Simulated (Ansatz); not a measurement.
Start from `CCSCN` and change one atom or group to get `CCSCC`.

Ansatz, PBE0-D4/def2-TZVP geometries, multiplicity 1. Each molecule was computed in one conformer, which needn't be the lowest.

| property | `CCSCN` |
| --- | --- |
| LUMO energy (ωB97M-V/def2-TZVPP) / eV | 2.39 |
| LUMO energy (PBE0/def2-TZVPP) / eV | 0.96 |
| HOMO energy (B3LYP/def2-TZVPP) / eV | -6.09 |
| LUMO energy (B3LYP/def2-TZVPP) / eV | 0.62 |
| size of the dipole moment (B3LYP/def2-TZVPP) / D | 1.65 |
| HOMO energy (PBE/def2-TZVPP) / eV | -5.09 |

(1) What does the change do to each property? (Estimate.)

Results:

(1) Computed: 
| property | `CCSCC` | shift |
| --- | --- | --- |
| LUMO energy (ωB97M-V/def2-TZVPP) / eV | 2.52 | 0.13 |
| LUMO energy (PBE0/def2-TZVPP) / eV | 1.05 | 0.09 |
| HOMO energy (B3LYP/def2-TZVPP) / eV | -5.99 | 0.10 |
| LUMO energy (B3LYP/def2-TZVPP) / eV | 0.73 | 0.11 |
| size of the dipole moment (B3LYP/def2-TZVPP) / D | 1.60 | -0.05 |
| HOMO energy (PBE/def2-TZVPP) / eV | -4.99 | 0.10 |

Dipoles are sizes alone; their direction can turn.

B3LYP here is the variant with VWN-RPA as its local correlation; programs differ in this.
